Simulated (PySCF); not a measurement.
# H5NSi: the cost of one run

Programs: PySCF 2.14.0. All values are calculated, for the isolated system unless a continuum is named. Atoms count from 0, parts from 1.

## 1. The system as given

Each species was relaxed by itself at PBE0-D3(BJ)/def2-SVPD.

## 2. Energies of the species: wB97M-D3(BJ)/def2-TZVPD

Job settings and geometry (Å):

```
{"job": {"kind": "react", "xc": "wB97M-D3(BJ)", "basis": "def2-TZVPD"}, "charge": 0, "multiplicity": 1}
-1 H4SSi charge 0 multiplicity 1
Si    -0.535970    -0.057540     0.014740
S      1.506680    -0.118670     0.705460
H     -0.723500    -0.914060    -1.191430
H     -1.335620    -0.590430     1.152020
H     -0.957240     1.337660    -0.300790
H      2.035960     0.386520    -0.431570

-1 H3N charge 0 multiplicity 1
N      0.004260    -0.001030     0.284450
H      0.900720    -0.291420    -0.094890
H     -0.698060    -0.630260    -0.093280
H     -0.192100     0.923730    -0.087190

+1 H5NSi charge 0 multiplicity 1
N      0.405920    -0.172430     0.988650
Si    -0.152310     0.095310    -0.636410
H      0.256060    -1.065430     1.439100
H      0.389160     0.579780     1.664430
H      0.280840    -1.069510    -1.462120
H      0.476340     1.355400    -1.129510
H     -1.637430     0.236840    -0.796210

+1 H2S charge 0 multiplicity 1
S     -0.008000     0.615350    -0.012530
H     -0.980760    -0.320500     0.006200
H      0.969020    -0.316000     0.009370
```

With the program's defaults for keys left out, this is: wB97M-D3(BJ)/def2-TZVPD reaction energy of separated species, gas phase.

Started as:

```
OMP_NUM_THREADS=1 python cluster_run.py task.json out
```

This one command runs all jobs of the session in turn.

**Question.** How long does this first job take on 1 thread of Arm Neoverse V2, shared host, and how much memory does it need?

About 6.9 s, with a peak of 0.48 GiB.
